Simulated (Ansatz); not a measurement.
# SiNO (doublet): correlated methods under varied settings, part 1 of 2

Aim: run SiNO (doublet) at one geometry under a spread of methods and options, and see what each costs and gives.

Computed with Ansatz 0.2.0, Gaussian basis. Level: the settings change from run to run.

17 further runs of the same task are left out: 2 for a known fault of the program, 8 that didn't finish, 7 set aside as unsound or not needed.

### Step 1. The geometry

The geometry is a PBE0/def2-TZVP stationary point (not a proven minimum).

3 atoms, charge 0, spin multiplicity 2.

Atoms are counted from 1 here; the program's logs count them from 0.

Bond lengths: N1–Si2 1.640 Å, Si2–O3 1.509 Å. Angles: N1–Si2–O3 180.0°.

### Step 2. BCCD(T) on UHF/def2-SVP

The input, in.yaml:

```yaml
crystal:
  periodic: [false, false, false]
  atoms:
    - {symbol: N, position_ang: [0.000000, 0.000000, 1.596300]}
    - {symbol: Si, position_ang: [0.000000, 0.000000, -0.043500]}
    - {symbol: O, position_ang: [0.000000, 0.000000, -1.552800]}
basis:
  gaussian: {orbitals: def2-SVP}
magnetization: {spin_polarized: true, initial_magnetization: 1}
correlation: {method: bccd_t, electrons: outside_noble_gas, diis_vectors: 1}
```

The run is started by

```sh
ansatz run in.yaml --threads 1 --pin off --events-out ev --progress --plain --max-ram 2393MiB
```

Standard output:

```text
Functional definition: HF
  name "HF"
  cite "Fock, Z. Phys. 61, 126 (1930) doi:10.1007/BF01340294"
  parent pbe
  exchange = exact_x
  correlation = 0
434 factors; integrals over basis functions are off by at most 6.9e-4 eV
mean field evaluation 1: about -11368.3512 eV, gradient 3.0e1 eV
mean field evaluation 2: about -11368.3527 eV, gradient 3.0e1 eV
mean field evaluation 4: about -11372.1108 eV, gradient 2.8e0 eV
mean field evaluation 8: about -11372.1810 eV, gradient 2.8e-1 eV
mean field evaluation 16: about -11369.1871 eV, gradient 2.8e1 eV
mean field evaluation 32: about -11367.2558 eV, gradient 9.7e0 eV
mean field evaluation 64: about -11368.8171 eV, gradient 1.8e0 eV
mean field evaluation 96: about -11370.4233 eV, gradient 3.7e-1 eV
mean field evaluation 128: about -11372.1878 eV, gradient 4.1e-2 eV
mean field evaluation 160: about -11365.7294 eV, gradient 2.1e-1 eV
mean field evaluation 192: about -11370.3901 eV, gradient 6.6e-1 eV
mean field evaluation 224: about -11366.9952 eV, gradient 3.8e-2 eV
mean field evaluation 256: about -11370.2713 eV, gradient 2.2e-1 eV
mean field evaluation 288: about -11369.6019 eV, gradient 9.4e-1 eV
mean field evaluation 320: about -11365.6423 eV, gradient 9.5e0 eV
mean field evaluation 352: about -11368.6182 eV, gradient 1.2e-2 eV
mean field evaluation 384: about -11369.9723 eV, gradient 3.4e0 eV
mean field evaluation 416: about -11372.1879 eV, gradient 8.7e-4 eV
mean field evaluation 448: about -11368.2922 eV, gradient 3.6e-3 eV
mean field evaluation 480: about -11368.5592 eV, gradient 2.1e-1 eV
mean field evaluation 512: about -11368.7060 eV, gradient 1.6e0 eV
mean field evaluation 544: about -11368.6182 eV, gradient 9.0e-4 eV
mean field evaluation 576: about -11368.5619 eV, gradient 6.5e-2 eV
mean field evaluation 608: about -11367.9973 eV, gradient 4.0e0 eV
mean field evaluation 640: about -11366.6054 eV, gradient 4.0e-4 eV
mean field evaluation 672: about -11369.0583 eV, gradient 4.9e0 eV
mean field evaluation 704: about -11369.8094 eV, gradient 4.7e-2 eV
mean field evaluation 736: about -11372.1846 eV, gradient 1.9e-1 eV
mean field evaluation 768: about -11372.1879 eV, gradient 6.3e-4 eV
mean field evaluation 800: about -11368.2922 eV, gradient 1.4e-3 eV
mean field evaluation 832: about -11366.9890 eV, gradient 2.5e-1 eV
mean field evaluation 864: about -11366.9951 eV, gradient 6.4e-2 eV
mean field evaluation 896: about -11368.5615 eV, gradient 9.6e-4 eV
mean field evaluation 928: about -11369.8071 eV, gradient 2.6e-2 eV
mean field -11372.18792288 eV, -417.9201978200 hartree, gradient 2.6e-6 eV, S^2 0.777297; 12 other end points of the search recorded, 0 dependent functions left out
determinant -11372.18792288 eV, -417.9201978200 hartree, with singles and doubles -11383.57155444 eV, -418.3385385637 hartree
determinant -11370.42619758 eV, -417.8554556095 hartree, with singles and doubles -11381.89142325 eV, -418.2767948812 hartree
determinant -11370.27167084 eV, -417.8497768566 hartree, with singles and doubles -11380.67620799 eV, -418.2321365442 hartree
determinant -11369.80949658 eV, -417.8327922656 hartree, with singles and doubles -11380.22707137 eV, -418.2156310777 hartree
determinant -11368.56665158 eV, -417.7871185543 hartree, with singles and doubles -11379.13936442 eV, -418.1756585849 hartree
7 core orbitals not correlated: weight in the atoms' cores, before any rotation towards them, 1.000 or more for the frozen orbitals, at most 0.000 for the correlated occupied ones
reference -11372.18792288 eV, -417.9201978200 hartree; 8, 7 occupied and 31, 32 virtual orbitals, 434 factors
second order -11.09744692 eV of doubles, -0.00000000 eV of singles
cycle   1  -11.26867427 eV  change    1.1e-1 eV  update   2.9e-2
cycle   2  -11.30400867 eV  change   -3.5e-2 eV  update   1.1e-2
cycle   3  -11.30530059 eV  change   -1.3e-3 eV  update   4.4e-3
cycle   4  -11.30244760 eV  change    2.9e-3 eV  update   2.9e-3
cycle   5  -11.30417991 eV  change   -1.7e-3 eV  update   2.3e-3
cycle   6  -11.30293780 eV  change    1.2e-3 eV  update   1.8e-3
cycle   7  -11.30344086 eV  change   -5.0e-4 eV  update   1.4e-3
cycle   8  -11.30300477 eV  change    4.4e-4 eV  update   1.2e-3
cycle   9  -11.30354942 eV  change   -5.4e-4 eV  update   9.1e-4
cycle  10  -11.30307890 eV  change    4.7e-4 eV  update   7.8e-4
cycle  11  -11.30326796 eV  change   -1.9e-4 eV  update   6.0e-4
cycle  12  -11.30305375 eV  change    2.1e-4 eV  update   5.0e-4
cycle  13  -11.30326642 eV  change   -2.1e-4 eV  update   3.9e-4
cycle  14  -11.30307056 eV  change    2.0e-4 eV  update   3.4e-4
cycle  15  -11.30314758 eV  change   -7.7e-5 eV  update   2.6e-4
cycle  16  -11.30304369 eV  change    1.0e-4 eV  update   2.2e-4
cycle  17  -11.30313300 eV  change   -8.9e-5 eV  update   1.7e-4
cycle  18  -11.30304927 eV  change    8.4e-5 eV  update   1.5e-4
cycle  19  -11.30308194 eV  change   -3.3e-5 eV  update   1.2e-4
cycle  20  -11.30303226 eV  change    5.0e-5 eV  update   1.0e-4
cycle  21  -11.30307148 eV  change   -3.9e-5 eV  update   7.8e-5
cycle  22  -11.30303488 eV  change    3.7e-5 eV  update   6.9e-5
cycle  23  -11.30304923 eV  change   -1.4e-5 eV  update   5.4e-5
cycle  24  -11.30302531 eV  change    2.4e-5 eV  update   4.6e-5
cycle  25  -11.30304326 eV  change   -1.8e-5 eV  update   3.6e-5
cycle  26  -11.30302699 eV  change    1.6e-5 eV  update   3.2e-5
cycle  27  -11.30303338 eV  change   -6.4e-6 eV  update   2.5e-5
cycle  28  -11.30302176 eV  change    1.2e-5 eV  update   2.1e-5
cycle  29  -11.30302984 eV  change   -8.1e-6 eV  update   1.7e-5
cycle  30  -11.30302272 eV  change    7.1e-6 eV  update   1.5e-5
cycle  31  -11.30302559 eV  change   -2.9e-6 eV  update   1.2e-5
perturbative correction -0.60599186 eV, -0.0222697901 hartree
Total energy: -11384.09694033 eV, -418.3578461391 hartree
```

Wall time 3.9 s (1 thread of AMD EPYC 9R45, shared host).

From the report: ⟨S²⟩ of the determinant 0.777 (pure doublet: 0.75); correlation -11.9090 eV; largest double amplitude 0.07.

### Step 3. MP2 on ROHF/def2-SVP

Edit in.yaml of step 2 so:

```diff
@@ -8,3 +8,3 @@
   gaussian: {orbitals: def2-SVP}
-magnetization: {spin_polarized: true, initial_magnetization: 1}
-correlation: {method: bccd_t, electrons: outside_noble_gas, diis_vectors: 1}
+magnetization: {spin_polarized: false, initial_magnetization: 1}
+correlation: {method: mp2, electrons: all}
```

The command is unchanged.

Standard output:

```text
Functional definition: HF
  name "HF"
  cite "Fock, Z. Phys. 61, 126 (1930) doi:10.1007/BF01340294"
  parent pbe
  exchange = exact_x
  correlation = 0
434 factors; integrals over basis functions are off by at most 6.9e-4 eV
mean field evaluation 1: about -11368.3127 eV, gradient 4.2e1 eV
mean field evaluation 2: about -11368.3142 eV, gradient 4.2e1 eV
mean field evaluation 4: about -11372.0354 eV, gradient 3.4e0 eV
mean field evaluation 8: about -11372.0897 eV, gradient 4.8e-1 eV
mean field evaluation 16: about -11372.0933 eV, gradient 1.7e-2 eV
mean field evaluation 32: about -11372.0726 eV, gradient 2.0e0 eV
mean field -11372.09307804 eV, -417.9167123364 hartree, gradient 1.7e-6 eV, S^2 0.750000; 1 other end points of the search recorded, 0 dependent functions left out
mean field evaluation 64: about -11370.4262 eV, gradient 2.0e-4 eV
reference -11372.09307804 eV, -417.9167123364 hartree; 15, 14 occupied and 31, 32 virtual orbitals, 434 factors
second order -11.51523715 eV of doubles, -0.05449142 eV of singles
Total energy: -11383.66280661 eV, -418.3418920193 hartree
```

It took 0.54 s on 1 thread of AMD EPYC 9R45, shared host.

### Step 4. HF/cc-pVDZ

Edit in.yaml of step 3 so:

```diff
@@ -7,4 +7,5 @@
 basis:
-  gaussian: {orbitals: def2-SVP}
+  gaussian: {orbitals: cc-pVDZ}
 magnetization: {spin_polarized: false, initial_magnetization: 1}
-correlation: {method: mp2, electrons: all}
+hamiltonian: {xc: hf}
+output: {orbitals: {seedname: orbitals}}
```

Launched as before.

Standard output:

```text
Functional definition: HF
  name "HF"
  cite "Fock, Z. Phys. 61, 126 (1930) doi:10.1007/BF01340294"
  parent pbe
  exchange = exact_x
  correlation = 0
450 factors; integrals over basis functions are off by at most 6.3e-4 eV
mean field evaluation 1: about -11373.9074 eV, gradient 4.1e1 eV
mean field evaluation 2: about -11373.9604 eV, gradient 4.1e1 eV
mean field evaluation 4: about -11377.6106 eV, gradient 3.5e0 eV
mean field evaluation 8: about -11377.6763 eV, gradient 5.1e-1 eV
mean field evaluation 16: about -11331.4932 eV, gradient 5.2e1 eV
mean field evaluation 32: about -11373.7545 eV, gradient 8.0e0 eV
mean field evaluation 64: about -11377.6798 eV, gradient 2.6e-5 eV
mean field -11377.67980608 eV, -418.1220208051 hartree, gradient 2.6e-5 eV, S^2 0.750000; 0 other end points of the search recorded, 0 dependent functions left out
reference -11377.67980608 eV, -418.1220208051 hartree; 15, 14 occupied and 31, 32 virtual orbitals, 450 factors
Total energy: -11377.67980608 eV, -418.1220208051 hartree
```

Run time: 0.21 s. Hardware: 1 thread of AMD EPYC 9R45, shared host.

### Step 5. CASSCF(3,10)/def2-SVP

Edit in.yaml of step 4 so:

```diff
@@ -7,5 +7,5 @@
 basis:
-  gaussian: {orbitals: cc-pVDZ}
+  gaussian: {orbitals: def2-SVP, fitting: {mean_field: def2-universal-jkfit}}
 magnetization: {spin_polarized: false, initial_magnetization: 1}
-hamiltonian: {xc: hf}
-output: {orbitals: {seedname: orbitals}}
+correlation: {active_space: {window: {electrons: 3, orbitals: 10}}}
+output: {forces: true}
```

Launched as before.

Standard output:

```text
Functional definition: HF
  name "HF"
  cite "Fock, Z. Phys. 61, 126 (1930) doi:10.1007/BF01340294"
  parent pbe
  exchange = exact_x
  correlation = 0
282 factors; integrals over basis functions are off by at most 9.6e-2 eV
mean field evaluation 1: about -11368.3125 eV, gradient 4.2e1 eV
mean field evaluation 2: about -11369.1130 eV, gradient 3.9e1 eV
mean field evaluation 4: about -11372.0723 eV, gradient 2.0e0 eV
mean field evaluation 8: about -11372.0904 eV, gradient 1.3e-6 eV
mean field evaluation 16: about -11365.8298 eV, gradient 1.6e1 eV
mean field -11372.09041437 eV, -417.9166144484 hartree, gradient 1.3e-6 eV, S^2 0.750000; 1 other end points of the search recorded, 0 dependent functions left out
reference -11372.09041437 eV, -417.9166144484 hartree; 15, 14 occupied and 31, 32 virtual orbitals, 282 factors
state -11373.38738475 eV, -417.9642772305 hartree
the calculation of the forces begins
WARN: the results are in doubt because the forces break the atoms' symmetry
Total energy: -11373.38738475 eV, -417.9642772305 hartree
Atom 0 at     0.000000     0.000000     1.596300 Å, force     0.291619     0.000038    -0.351180 eV/Å
Atom 1 at     0.000000     0.000000    -0.043500 Å, force    -0.608453    -0.000079    -1.018075 eV/Å
Atom 2 at     0.000000     0.000000    -1.552800 Å, force     0.316834     0.000041     1.369255 eV/Å
Dipole moment:     0.066008     0.000009     0.156054 e Å
In doubt: the forces break the atoms' symmetry
```

It took 3.3 s on 1 thread of AMD EPYC 9R45, shared host.

From the report: 450 determinants; active occupations 1.94, 0.99, 0.05, 0.01, 0.00, 0.00, 0.00, 0.00, 0.00, 0.00. The program marks this result as in doubt; its last lines say why.

(Continued in part 2 of 2.)
